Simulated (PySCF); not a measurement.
Molecule: SMILES [S-]c1ccco1, [C4H3OS]-.

Bonds (- single, = double, # triple, : aromatic): S1-C2, C2:C3, C3:C4, C4:C5, C5:O6, O6:C2. C3 carries H7; C4 carries H8; C5 carries H9. Formal charges: S1 -1.

Total charge -1.

Frames of a GFN2-xTB Langevin trajectory at 300 K; GIAO PBE0/pcSseg-1 shieldings in PySCF 2.14, gas phase, non-relativistic; equivalent atoms averaged within each frame.

References, each an isolated molecule treated in the same way: 33S (503.73 ppm) against CS2; 13C (186.93 ppm), 1H (31.72 ppm) vs TMS; 17O (336.08 ppm) vs H2O. The references are static minima.

Problem. How do the shifts (ppm) fluctuate along the trajectory?

Solution. 
```csv
time (fs),S1,C2,C5,C4,C3,O6,H9,H7,H8
optimised geometry,-74,186.4,129.3,115.3,103.5,317.8,6.53,5.33,5.82
250,-39,190.3,134.4,118.1,104.9,323.6,6.69,6.24,5.84
425,-59,183.3,130.1,115.2,103.4,303.0,6.82,5.44,4.81
625,-95,180.0,128.3,121.0,99.9,324.5,6.84,4.96,5.37
800,-70,182.5,129.7,128.5,109.6,311.4,7.01,5.74,6.73
1000,-29,197.1,134.0,115.3,105.0,324.2,6.42,5.38,6.68
mean of frames,-58,186.6,131.3,119.6,104.6,317.3,6.76,5.55,5.89
standard deviation,26,7.0,2.7,5.5,3.5,9.7,0.22,0.48,0.83
```

5 frames give an uncertainty of the mean of about the standard deviation over 2.2 at best, since frames this close in time may not be independent; classical motion lacks zero-point vibration, and the reference would need the same averaging.
